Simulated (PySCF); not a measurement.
Geometries of 2 isomers of C5H7F, from PBE0-D3(BJ)/def2-SVP geometry optimisation, gas phase (PySCF 2.14.0). One conformer each, no zero-point energy, no frequencies.

Question: Which is lower in electronic energy at this level?
A.
```xyz
13
angstrom
C      1.857    0.399   -0.694
C      1.044   -0.521   -0.156
C     -0.359   -0.326    0.209
C     -1.089   -1.323    0.730
C     -0.962    1.030   -0.015
F     -2.271    1.077    0.378
H      1.532    1.418   -0.920
H      2.896    0.158   -0.932
H      1.439   -1.523    0.043
H     -2.136   -1.170    0.998
H     -0.651   -2.311    0.895
H     -0.904    1.299   -1.085
H     -0.396    1.792    0.551
```
B.
```xyz
13
angstrom
C      2.290   -0.496   -0.428
C      1.001   -0.385   -0.239
C     -0.295   -0.264   -0.062
C     -1.248   -1.425   -0.107
C     -0.897    1.090    0.187
F     -1.675    1.067    1.323
H      2.972   -0.693    0.408
H      2.732   -0.399   -1.426
H     -1.822   -1.470    0.831
H     -1.974   -1.297   -0.927
H     -0.722   -2.377   -0.250
H     -0.115    1.856    0.300
H     -1.552    1.371   -0.660
```

Answer: A. That is `C=CC(CF)=C`, 10.6 kcal/mol below the other.

| SMILES | atoms numbered as above | E (Eh) | relative (kcal/mol) | relative (kJ/mol) | dipole (D) |
| --- | --- | --- | --- | --- | --- |
| C=CC(=C)CF | [CH2:1]=[CH:2][C:3](=[CH2:4])[CH2:5][F:6] | -293.99310 | 0.0 | 0.0 | 1.49 |
| C=C=C(C)CF | [CH2:1]=[C:2]=[C:3]([CH3:4])[CH2:5][F:6] | -293.97624 | 10.6 | 44.3 | 1.52 |

As drawn, the higher has cumulated double bonds, which the lower lacks.
